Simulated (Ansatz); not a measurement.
This geometry of H₆Si₂ (8 atoms, charge 0, multiplicity 1) is a first-order saddle point.

Theory: RKS PBE0-D4/6-31G* in Ansatz 0.2.0.

```xyz
8
Properties=species:S:1:pos:R:3
Si 0.080 -0.006 0.342
H -0.386 0.331 1.717
Si 2.427 0.006 0.236
H 2.944 -1.341 -0.139
H 2.904 0.988 -0.779
H 3.012 0.379 1.556
H -0.491 0.994 -0.605
H -0.454 -1.351 -0.017
```

**Question.** Which two structures does it join? (They come from a converged band through this point; their orientation in space is the band's.)

**Answer.** No bond is made or broken.  The two ends are copies of one structure, up to a mirror image or an exchange of like atoms.

Image 0:

```xyz
8
Properties=species:S:1:pos:R:3
Si 0.087 -0.029 0.339
H -0.347 -0.398 1.716
Si 2.421 0.031 0.231
H 2.986 -1.311 0.551
H 2.886 0.425 -1.129
H 2.958 1.014 1.215
H -0.492 1.303 0.003
H -0.461 -1.035 -0.614
```

Image 6:

```xyz
8
Properties=species:S:1:pos:R:3
Si 0.088 -0.027 0.343
H -0.408 0.929 1.374
Si 2.422 0.027 0.234
H 2.920 -0.957 -0.769
H 2.894 1.385 -0.161
H 3.014 -0.311 1.560
H -0.506 0.348 -0.972
H -0.387 -1.394 0.702
```

**Question.** How far does it lie above each of them?

**Answer.** 4.0 kJ/mol above the first and 4.0 kJ/mol above the second. This is the barrier of this one path; another mechanism may lie lower.

Time of the run: 74 s on 1 thread of Arm Neoverse V2 (shared host), peak memory 0.099 GiB.
